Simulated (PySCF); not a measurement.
C2H4, SMILES C=C (connectivity only; charge and spin as stated), charge +1, multiplicity 2. Atoms are numbered in the order given.

```xyz
6

C      0.6938     0.0000     0.0000
C     -0.6938     0.0000     0.0000
H      1.2571    -0.9036    -0.2310
H      1.2571     0.9036     0.2310
H     -1.2571     0.9036    -0.2310
H     -1.2571    -0.9036     0.2310
```
Charge +1, spin multiplicity 2.

The structure is a stationary point at B3LYP-D3(BJ)/def2-TZVP. The spin state was assumed, not searched.

Level of theory: TDA-PBE/def2-TZVPD (PySCF 2.14.0).

Vertical excitations. The molecule is in vacuum.

Computed UV-visible absorptions:
| state | energy (eV) | λ (nm) | f | main pairs |
|---|---|---|---|---|
| root 1 | 3.34 | 371 | 0.000 | β HOMO→LUMO 100 % |
| root 2 | 4.57 | 271 | 0.000 | β HOMO−1→LUMO 100 % |
| root 3 | 4.92 | 252 | 0.007 | α HOMO→LUMO 62 %, β HOMO−2→LUMO 35 % |
| root 4 | 6.09 | 204 | 0.048 | α HOMO→LUMO 26 %, α HOMO−1→LUMO 7 %, β HOMO−2→LUMO 61 % |
| root 5 | 6.72 | 185 | 0.026 | α HOMO−1→LUMO 67 %, β HOMO→LUMO+1 31 % |
| root 6 | 7.80 | 159 | 0.003 | α HOMO−2→LUMO 83 %, β HOMO−1→LUMO+1 10 %, β HOMO−3→LUMO 6 % |
| root 7 | 8.62 | 144 | 0.016 | α HOMO−2→LUMO 5 %, β HOMO−3→LUMO 90 % |
| root 8 | 8.77 | 141 | 0.236 | α HOMO−1→LUMO 22 %, α HOMO→LUMO 7 %, β HOMO→LUMO+1 62 % |
| root 9 | 8.96 | 138 | 0.000 | α HOMO−3→LUMO 90 %, β HOMO−2→LUMO+1 9 % |
| root 10 | 9.21 | 135 | 0.001 | α HOMO−2→LUMO 11 %, β HOMO−1→LUMO+1 88 % |
Unrestricted roots are not spin-pure.
